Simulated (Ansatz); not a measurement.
Consider the isomerisation: `C1=C=CC=1` → `C#CC#C`.

Program: Ansatz. Geometries: PBE0-D4/def2-TZVP. ΔE: electronic, gas phase. CCSD(T)/CBS adds triple-zeta CCSD(T) − MP2 to the extrapolated MP2 energy (def2 sets, frozen cores). This one scheme is used for every species. DFT in def2-TZVPP. B3LYP here is the variant with VWN-RPA as its local correlation; programs differ in this. HSE06 is defined as in plane-wave codes.

**Question.** Is it downhill or uphill in electronic energy at CCSD(T)/CBS, and by how much? (An estimate is asked.)

**Answer.** Ansatz gave: Downhill: ΔE = -72.4 kcal/mol.

**Question.** What do these levels give: LDA (SPW92), revPBE-D4, BLYP-D4, B97M-V, B3LYP-D4, HSE06-D4, BHLYP-D4, CAM-B3LYP-D4, revPBE, B3LYP, LC-ωPBE, CCSD/def2-TZVPP? (Best estimate.)

**Answer.** Ansatz gave: LDA (SPW92) -71.2, revPBE-D4 -67.4, BLYP-D4 -78.4, B97M-V -64.1, B3LYP-D4 -77.0, HSE06-D4 -68.0, BHLYP-D4 -74.8, CAM-B3LYP-D4 -76.6, revPBE -68.3, B3LYP -77.2, LC-ωPBE -68.8, CCSD/def2-TZVPP -72.9 kcal/mol.

**Question.** What do rigid-rotor, harmonic-oscillator terms from PBE0-D4/def2-TZVP frequencies (298.15 K, 1 bar) make of the CCSD(T)/CBS value? (Best estimate.)

**Answer.** Ansatz gave: ΔZPE = +0.6 kcal/mol, ΔH = -71.4 kcal/mol, ΔS = -6 J/(mol·K), ΔG = -70.9 kcal/mol.

Largest T1 diagnostic among the species: 0.027, so the coupled-cluster value is less sure than usual.

From PBE to PBE0 (25 % exact exchange), in def2-TZVPP and without D4, ΔE moves by +1.4 kcal/mol. In def2-TZVPP, CCSD(T) changes the Hartree–Fock value by −1.9 kcal/mol (the triples alone add +1.1 kcal/mol) and MP2 by −9.6 kcal/mol. At CCSD(T), def2-SVP lies −0.8 kcal/mol from the extrapolated value and def2-TZVPP +0.6 kcal/mol.
